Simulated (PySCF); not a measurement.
Atoms are numbered as in `[NH2:1][CH2:2][C:3]([F:4])([F:5])[F:6]`. Each H is labelled by its parent atom.

GIAO PBE0/pcSseg-1 shifts (PySCF 2.14, gas phase, non-relativistic, equivalent atoms averaged), each against references optimised in the same way as the molecule (NH3, TMS, CFCl3).

On the GFN2-xTB geometry: N1 22.3, C3 134.6, C2 50.7, F4/F5/F6 -91.7, H(C2) 3.52, H(N1) 0.67 ppm.

Task: What changes on the PBE0-D3(BJ)/def2-SVP geometry?

Result: 
```tsv
atoms	δ (ppm)	change
N1	21.2	-1.1
C3	130.5	-4.1
C2	48.0	-2.7
F4/F5/F6	-89.1	+2.6
H(C2)	3.08	-0.44
H(N1)	0.37	-0.30
```

Unscaled 19F shifts against computed CFCl3 carry errors that often reach 10 to 50 ppm.

Bonds between heavy atoms that differ most (equivalent bonds averaged): C2–C3 1.523 → 1.511 Å, N1–C2 1.445 → 1.438 Å, C3–F4 1.340 → 1.336 Å. Mean change of bonds to hydrogen: N–H +0.003 Å, C–H +0.006 Å.
